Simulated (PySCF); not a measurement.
# Diatomics of N with the third period

PBE0 with double-zeta basis sets in PySCF, for the lowest determinant that a PBE0 search found; no spin–orbit coupling. De refers to high-spin ground-configuration atoms. A positive dipole means M(−)N(+).

```tsv
M	basis	state (unpaired electrons)	Re (Å)	ωe (cm⁻¹)	De (eV)	μ (D)
Na	6-31G(d,p)	triplet (π ↑↑)	2.265	364	0.92	-4.94
Al	def2-SVPD	triplet (π ↑↑)	1.941	621	2.64	-1.34
Si	def2-SVP	doublet (σ ↑)	1.575	1196	4.27	-2.31
P	pcseg-1	singlet (closed shell)	1.489	1418	5.70	-2.68
S	x2c-SVPall	doublet (π ↑)	1.501	1288	4.57	-1.80
```

Task: By what factor does the harmonic wavenumber vary along the series?

Result: At PBE0 it runs from 364 cm⁻¹ (NaN) to 1418 cm⁻¹ (PN), a factor of 3.90.

The rows differ in basis set, which adds steps of its own.

The state changes along the series, so neighbouring rows are not always alike in their bonding.

States were picked by a PBE0 search and need not be the measured ground states.
